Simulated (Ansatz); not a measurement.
Reaction (SMILES): ClCCl → Cl[CH2] (CH2-Cl) + Cl atom
B3LYP-D3(BJ)/def2-TZVP geometries, fixed; electronic energies without zero-point terms.

Basis-set convergence of the bond dissociation energy at CCSD(T) with Ansatz (an electronic-structure program). Cartesian d functions, on some or all atoms, in 6-31G**, 6-311+G**; all else is spherical. Cores are frozen. Open shells are unrestricted. No added dispersion term, no relativity. Functions are those of the species that has most. Reference: Hartree-Fock in cc-pV(Q+d)Z plus the correlation part extrapolated as X^-3 from cc-pV(T+d)Z and cc-pV(Q+d)Z, 82.76 kcal/mol, itself unsure by roughly 0.59 kcal/mol (a third of the extrapolation step and of the last Hartree-Fock step). Deviations are taken from unrounded values.

| basis | functions | bond dissociation energy (kcal/mol) | minus reference (kcal/mol) |
|---|---|---|---|
| STO-3G | 25 | 77.03 | -5.73 |
| 3-21G | 39 | 62.08 | -20.68 |
| 6-31G | 39 | 59.81 | -22.96 |
| def2-SVP | 60 | 73.25 | -9.51 |
| 6-31G** | 63 | 74.65 | -8.11 |
| def2-SVPD | 90 | 76.57 | -6.19 |
| 6-311+G** | 96 | 76.36 | -6.41 |
| aug-cc-pV(D+d)Z | 105 | 76.97 | -5.79 |
| 6-311++G(2d,2p) | 117 | 76.45 | -6.31 |
| pcseg-2 | 126 | 79.33 | -3.44 |
| def2-TZVPP | 143 | 78.90 | -3.87 |
| def2-TZVPD | 147 | 79.44 | -3.33 |
| 6-311++G(3df,3pd) | 169 | 80.45 | -2.31 |
| def2-TZVPPD | 173 | 79.62 | -3.14 |
| aug-cc-pV(T+d)Z | 202 | 80.61 | -2.15 |
| cc-pV(Q+d)Z | 243 | 81.02 | -1.75 |
| def2-QZVPP | 257 | 81.10 | -1.66 |
| def2-QZVPPD | 287 | 81.20 | -1.56 |
